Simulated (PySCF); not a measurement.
One molecule, one basis, several functionals.

HCl.
InChI=1S/ClH/h1H

PySCF, def2-SVPD basis, density fitting, gas phase, PBE0-D3(BJ)/def2-SVP geometry; singlet excitations by full TDDFT with frozen cores, triplets by Tamm–Dancoff TDDFT and ionisation energies by ΔSCF, from the lowest of the holes tried. One functional is left out:

```csv
functional,exact exchange (%),HOMO energy (eV),LUMO energy (eV),lowest singlet excitation (eV),lowest triplet excitation (eV),dipole moment (D),mean polarisability (au),vertical ionisation energy (eV)
LDA,0,-8.17,-1.01,7.41,6.94,1.159,18.0,13.06
PBE,0,-8.09,-0.96,7.36,6.81,1.118,17.8,12.82
B3LYP,20,-9.26,-0.43,7.51,6.95,1.134,17.5,12.87
BHandHLYP,50,-10.86,0.57,7.88,7.24,1.184,16.9,12.69
```

Q: Predict the row of PBE0 (25 % exact exchange) by straight lines through the other rows, and check it.

A: 
```
                       property   line  computed  computed − line  B3LYP (20 %), for comparison
               HOMO energy (eV)  -9.50     -9.55            -0.05                         -9.26
               LUMO energy (eV)  -0.23     -0.07            +0.16                         -0.43
 lowest singlet excitation (eV)   7.61      7.76            +0.15                          7.51
 lowest triplet excitation (eV)   7.04      7.14            +0.10                          6.95
              dipole moment (D)  1.155     1.170           +0.015                         1.134
       mean polarisability (au)   17.4      17.2             -0.2                          17.5
vertical ionisation energy (eV)  12.82     12.82             0.00                         12.87
```
